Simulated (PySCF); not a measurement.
Molecule: N-Methyl Propargyl Amine (SMILES C#CCNC).

Mapped SMILES: `[CH:1]#[C:2][CH2:3][NH:4][CH3:5]`. Each H is labelled by its parent atom.

Spin–spin couplings on one PBE0-D3(BJ)/def2-SVP geometry, PySCF 2.14, gas phase, non-relativistic, equivalent pairs averaged (spin–dipole term only in couplings to heteroatoms); isotopes ¹³C, ¹H, ¹⁵N; basis pcJ-1.

How do the couplings (Hz) change with the functional? Times are CPU seconds on shared hosts with different chips, so compare them loosely.

Results:


```tsv
functional	functions	¹J(C1,H(C1))	¹J(C1,C2)	¹J(C3,H(C3))	¹J(C5,H(C5))	¹J(N4,H(N4))	¹J(C2,C3)	²J(C2,H(C1))	core-s
LDA	205	217.0	175.0	104.7	104.0	-59.6	58.0	46.0	15
PBE	205	251.5	186.3	127.0	125.4	-65.9	70.8	50.1	21
KT2	205	277.0	170.0	134.8	132.0	-69.1	59.3	54.5	20
B3LYP	205	272.4	198.5	139.8	137.7	-72.4	80.0	51.9	16
PBE0	205	258.0	192.6	132.5	129.9	-68.8	77.4	49.3	25
B97-2	205	247.9	192.6	125.8	124.5	-66.5	76.5	46.9	19
BHandHLYP	205	289.9	214.0	152.0	148.4	-78.0	92.1	49.6	29
CAM-B3LYP	205	268.0	197.2	137.6	135.2	-71.9	79.1	52.7	34
``` Left out for a near triplet instability: HF/pcJ-1.
